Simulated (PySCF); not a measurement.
## NMR data sheet: C2H2F2O

* Formula: C2H2F2O
* SMILES: F[C@@H]1O[C@@H]1F
* InChI: InChI=1S/C2H2F2O/c3-1-2(4)5-1/h1-2H/t1-,2+
* Point group of the computed structure: Cs
* Degrees of unsaturation: 1
* Carbon signals: 1
* Proton signals: 1

Bonds (- single, = double, # triple, : aromatic): F1-C2 1.344 Å, C2-O3 1.379 Å, O3-C4 1.379 Å, C4-F5 1.344 Å, C4-C2 1.465 Å. C2 carries H6; C4 carries H7. Stereochemistry as in F[C@@H]1O[C@@H]1F.

Theory: GIAO PBE0/pcSseg-1 shieldings, structure optimised with GFN2-xTB, in PySCF (one computed conformer, in vacuum, relativity neglected, equivalent nuclei averaged).

Shifts are taken against calculated references (same method and geometry level): 1H (31.72 ppm), 13C (186.93 ppm) vs TMS; 19F (170.95 ppm) vs CFCl3; 17O (336.08 ppm) against H2O.

| carbon | δC, type | δH (multiplicity) | HMBC from (2–3 bonds) | span of the C tensor (ppm) |
| --- | --- | --- | --- | --- |
| C2/C4 | 88.0, CH | 5.11 (m) | H6/H7 | 122 |

Other nuclei:
```
atoms  nucleus                environment  δ (ppm)  σ (ppm)
F1/F5      19F  fluorine on an sp3 carbon   -192.9    363.8
   O3      17O               ether oxygen    114.6    221.5
```

- Carbon types of the structure: 2 × CH, which accounts for all hydrogens.
- δC 88.0: epoxide ring carbon; 2 electronegative neighbours deshield it.
- δH 5.11: hydrogen on an epoxide ring carbon; its carbon carries F and O, hence the downfield position.

Splittings by 19F in the carbon and heteronuclear signals aren't shown, as no couplings were computed. Shifts are as computed. Against solution values, carbons near 30 ppm lie about +3 ppm off and those near 130 ppm about +5 ppm (rms about the fit 2.1 ppm; single classes can miss by 10 ppm). Of 1328 compounds with measured shifts, 309 miss one by over three times the rms of a fit or turn the order of signals round; such compounds aren't used in these exercises. Signals without a measured value on file couldn't be tested in this way; 1H shifts scatter by 0.2 ppm about their fit, and single ones miss by 0.5 ppm. Unscaled 19F shifts against computed CFCl3 carry errors that often reach 10 to 50 ppm. Experimental scales use liquid or dissolved standards, which lie at an offset from isolated H2O (liquid H2O: subtract about 36 ppm).
